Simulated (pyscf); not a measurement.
PySCF, gas phase, ωB97X-D3(BJ)/def2-SVP geometries.

Problem. For the elementary gas-phase step Cl–GeH₂–GeH₃ (SMILES [Cl][GeH2][GeH3]) + H• (SMILES [H]) → Cl–GeH₂• (SMILES [Cl][GeH2]) + GeH₄ (SMILES [GeH4]) (doublet surface; Ge–Ge broken, Ge–H formed), what barrier and reaction energy does ωB97M-D3(BJ)/def2-TZVP give, measured from the separated reactants?

Solution. ΔE‡ = 0.24 eV, ΔE = -0.86 eV. Zero-point energy shifts the barrier by +0.05 eV. It is a substitution at Ge, with an imaginary mode of 456i cm⁻¹. One saddle was located; it need not be the lowest between these sides. The angle at the attacked Ge is 66° (front-side attack). Elements up to Kr have no core potential and no relativistic terms here.
